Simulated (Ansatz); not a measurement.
Input file:

```yaml
crystal:
  periodic: [false, false, false]
  atoms:
    - {symbol: C, position_ang: [0.000000, 0.000000, -1.223467]}
    - {symbol: O, position_ang: [0.000000, 0.000000, -0.075767]}
    - {symbol: S, position_ang: [0.000000, 0.000000, 1.299233]}
basis:
  gaussian: {orbitals: STO-3G}
magnetization: {spin_polarized: false}
hamiltonian: {xc: {name: PBE0}}
correlation: {method: ccsd_t, electrons: outside_noble_gas}
scf: {lower_state_search: off}
```

```sh
$ ansatz run in.yaml --threads 1 --pin off --events-out ev --progress --plain --max-ram 2393MiB
```

Roughly how long does this take on 1 thread of Arm Neoverse V1, shared host, and how much host memory?

0.33 s wall and 0.06 GiB.

```
these checks for a lower state are left out or cut short: stability, starts, cluster_reference, orbital_swaps, neighbouring_geometries, increment
239 factors; integrals over basis functions are off by at most 2.9e-5 eV
mean field evaluation 1: about -13741.9175 eV, gradient 3.4e1 eV
mean field evaluation 2: about -13741.9067 eV, gradient 3.4e1 eV
mean field evaluation 4: about -13741.9183 eV, gradient 2.7e1 eV
mean field evaluation 8: about -13744.4761 eV, gradient 5.0e-2 eV
mean field evaluation 16: about -13744.4762 eV, gradient 1.5e-6 eV
mean field -13744.47615197 eV, -505.1001822442 hartree, gradient 1.5e-6 eV, S^2 0.000000; 0 other end points of the search recorded, 0 dependent functions left out
7 core orbitals not correlated: weight in the atoms' cores, before any rotation towards them, 1.000 or more for the frozen orbitals, at most 0.000 for the correlated occupied ones
reference -13718.55963100 eV, -504.1477676656 hartree; 8, 8 occupied and 4, 4 virtual orbitals, 239 factors
second order -4.80990186 eV of doubles, -0.37379337 eV of singles
cycle   1  -3.90821593 eV  change     1.2e0 eV  update   2.5e-1
cycle   2  -4.54604244 eV  change   -6.4e-1 eV  update   1.5e-1
cycle   3  -4.58138027 eV  change   -3.5e-2 eV  update   1.9e-2
cycle   4  -4.59660342 eV  change   -1.5e-2 eV  update   6.5e-3
cycle   5  -4.60554271 eV  change   -8.9e-3 eV  update   2.4e-3
cycle   6  -4.60382292 eV  change    1.7e-3 eV  update   7.6e-4
cycle   7  -4.60352751 eV  change    3.0e-4 eV  update   1.0e-4
cycle   8  -4.60363862 eV  change   -1.1e-4 eV  update   2.8e-5
cycle   9  -4.60362733 eV  change    1.1e-5 eV  update   1.2e-5
perturbative correction -0.44032506 eV, -0.0161816476 hartree
Total energy: -13723.60358339 eV, -504.3331294970 hartree
Checks for a lower state left out: stability, starts, cluster_reference, orbital_swaps, neighbouring_geometries, increment
```
